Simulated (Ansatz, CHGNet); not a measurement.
## 1T (CdI2-type) TiTe₂, equilibrium volume per atom

Reference value: 26.76 Å³/atom (measured, temperature not stated, not corrected to a static lattice, from a published cell, pressure not stated; as tabulated in Journal of Solid State Chemistry 39, 230 (1981)).

Q: What do CHGNet 0.3.0, PBE, rVV10, r²SCAN, PBE0-D4 give, and how far is each from the reference?

A: 
```json
[
 {"level (code)": "CHGNet 0.3.0", "value (Å³/atom)": "29.86", "difference (%)": "+11.6"},
 {"level (code)": "PBE (Ansatz)", "value (Å³/atom)": "28.49", "difference (%)": "+6.5"},
 {"level (code)": "rVV10 (Ansatz)", "value (Å³/atom)": "27.97", "difference (%)": "+4.5"},
 {"level (code)": "r²SCAN (Ansatz)", "value (Å³/atom)": "28.80", "difference (%)": "+7.6"},
 {"level (code)": "PBE0-D4 (Ansatz)", "value (Å³/atom)": "25.96", "difference (%)": "-3.0"}
]
```

The levels aren't ranked against this reference (sources at odds).

The measured value isn't corrected to a static lattice, so vibrations enter the comparison. A static lattice is as a rule a little smaller than the measured one.  PBE, r²SCAN: for a layered or molecular solid the relaxed cell lies over 5 % above the published volume, where the minimum can be shallow. PBE, r²SCAN: the cell comes from a level without a dispersion term, which matters for the spacing of layers, chains or molecules. PBE0-D4: exact exchange on metals is sensitive to the k mesh and can open a false gap. PBE0-D4: the run warned that the count of filled bands differs between k points. Cutoffs and k meshes differ between the levels. Ansatz's density-functional and Hartree–Fock values are scalar-relativistic unless marked +SOC, with PAW data made under PBE.

Machine-learned potentials (CHGNet 0.3.0) are trained on DFT data: a solid inside that data is no test of them.

Differences are worked out from the printed values.

Ansatz is a first-principles code.
